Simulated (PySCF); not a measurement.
# MgH: from the state search to spectroscopic constants

The task here is to estimate one member of a computed series from the others.

Program: PySCF 2.14.0. Level of theory: Mg 6-31G(d,p), H 6-31G(d,p), no relativity. These are calculated values, not measurements.

The first run:

The job is set up so:

```yaml
atoms: Mg, H
charge: 0
basis: Mg 6-31G(d,p), H 6-31G(d,p)
Hamiltonian: no relativity
basis_functions: 23
electrons_treated: 13
masses_in_u: 23.9850, 1.0078
levels: PBE0, PBE, r²SCAN, revPBE, BHandHLYP, PBEsol, HF, MP2, SCS-MP2, CCSD, CCSD(T)
grid: 80 radial by 434 angular points
occupations: held fixed by the projection of orbital angular momentum
dissociation_limit: Mg + H, each in its ground configuration
starting_distance_in_angstrom: 1.675
values_of_2S_to_try: 1, 3
```

The run is started by

```console
> OMP_NUM_THREADS=1 python dia.py task.json out
```

Among the steps run: The job; The PBE0 curve of the state that the search chose; Higher solutions at PBE0; PBE; r²SCAN (meta-GGA); revPBE (GGA); BHandHLYP (global hybrid GGA); PBEsol; UHF (mean field); MP2 and coupled cluster.

One of the session's tables, all rows but one given; the rest of the session is left out.

Energy (eV) from each level's lowest point:

```
R (Å)    UHF  UHF-MP2  UHF-SCS-MP2  UHF-CCSD  UHF-CCSD(T)
1.509  0.309    0.287        0.284       n/a          n/a
1.579  0.139    0.124        0.122     0.136        0.137
1.650  0.041    0.033        0.032     0.042        0.042
1.702  0.007    0.003        0.003     0.008        0.008
1.755  0.000    0.000        0.000     0.000        0.000
1.808      ?        ?            ?         ?            ?
1.878  0.063    0.072        0.073     0.056        0.055
1.966  0.156    0.173        0.173     0.140        0.139
2.071  0.299    0.328        0.330     0.269        0.267
2.211  0.507    0.568        0.573       n/a          n/a
```

Q: Estimate the row for R (Å) = 1.808 from the others.

Worked estimate for «UHF». A straight line through the neighbours (1.755, 0.000) and (1.878, 0.063) gives 0.000 + (0.063 − 0.000) × (1.808 − 1.755) / (1.878 − 1.755) = 0.027; a parabola fitted to 4 rows on both sides gives 0.017.

The run gave: UHF: 0.015; UHF-MP2: 0.019; UHF-SCS-MP2: 0.019; UHF-CCSD: 0.013; UHF-CCSD(T): 0.013. In «UHF» the line misses by +0.012 and the parabola by +0.002.
